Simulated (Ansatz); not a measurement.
The first iterations of a band of CH$_{4}$BCl (7 atoms, charge 0, multiplicity 1).

Theory: RKS B3LYP-D4/cc-pVDZ in Ansatz 0.2.0.

```json
{
  "movable images": "7",
  "climbing image": "yes",
  "spring": "5.0 eV/Å²",
  "optimiser": "quadratic models (default)",
  "start path": "through a guess of the saddle point",
  "force threshold": "0.05 eV/Å",
  "iteration limit": "6",
  "end points": "relaxed"
}
```

First end point:

```xyz
7
Properties=species:S:1:pos:R:3
C -0.621 0.326 -0.125
B 0.782 -0.311 0.081
Cl 0.981 -1.884 0.877
H -1.465 -0.269 0.253
H -0.775 0.528 -1.203
H -0.640 1.324 0.354
H 1.799 0.219 -0.283
```

Last end point:

```xyz
7
Properties=species:S:1:pos:R:3
C -0.610 0.324 -0.178
B 0.742 -0.308 0.258
Cl 1.254 -1.900 -0.330
H -1.202 0.585 0.720
H -1.221 -0.301 -0.844
H -0.410 1.292 -0.676
H 1.508 0.240 1.004
```

| iteration | highest image above the first end (eV) | largest band force component (eV/Å) |
| --- | --- | --- |
| 1 | 0.516 | 3.597 |
| 2 | 0.068 | 0.889 |

**Question.** Does the band converge within its limit, and where does its top end?

**Answer.** The run ended unconverged. It ended after 6 iterations with the highest image 0.023 eV above the first end. The band didn't meet its force threshold, so its energies are provisional: the largest band force was still 0.21 eV/Å, and over the last iterations the top moved between 0.02 and 0.06 eV.

Time of the run: 62 s on 1 thread of Arm Neoverse V2, with other jobs on the host, peak memory 0.12 GiB.
